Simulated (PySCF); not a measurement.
Competing steps

Reactants: CH₆AlN ([CH3][AlH][NH2]) (brackets give SMILES or just the links). Saddle points were found for several chosen steps; others may exist. Gas-phase electronic energies, without zero-point energy, by CCSD(T) at an estimated basis limit (MP2 extrapolated from triple and quadruple zeta, plus CCSD(T) − MP2 in triple zeta); PySCF 2.14 with density fitting (its default auxiliary sets; JK sets also for MP2 and CCSD(T)), def2-TZVPP and QZVPP, frozen cores, on PBE0-D4/def2-TZVP structures. Extrapolation: Hartree–Fock as exp(−7.88 √X), correlation as X^−2.97. No counterpoise correction.

**Question.** Rank the steps by the energy of their saddle points, lowest first, and give each saddle's height above the lowest. (To be estimated.)
A. 1,1-elimination, to CH₃Al ([CH3][Al]) + NH₃, still joined by a dative Al–N bond (breaks or loosens Al–H, Al–N; forms H–N)
B. 1,2-elimination, to AlNH₂ ([NH][AlH]) + CH₄ (breaks or loosens Al–C, H–N; forms C–H)

**Answer.** By the calculation: A (0.0 kJ/mol), B (10.5 kJ/mol). Heights count from the lowest.

The lowest of these saddles lies at 300.6 kJ/mol relative to the reactant.

**Question.** Does the lowest of these saddles lead to the lowest end structure (the products still in contact)? (Judge from chemistry; the calculation decides.)

**Answer.** By the calculation: Yes. Relative to the reactant, the ends lie at 152.6 (CH₃Al ([CH3][Al]) + NH₃); 252.1 (AlNH₂ ([NH][AlH]) + CH₄) kJ/mol.

The T1 diagnostic stays at or below 0.019. The restricted Hartree–Fock reference is unstable towards an unrestricted one at one or more of these structures.

For scale, one of the runs: CCSD(T)/def2-TZVPP, 188 basis functions, launched by `OMP_NUM_THREADS=4 python run.py`. Hardware: 4 CPU threads of an Arm Neoverse V1, shared host. Wall time 4.7 min; peak host memory 1.6 GiB.
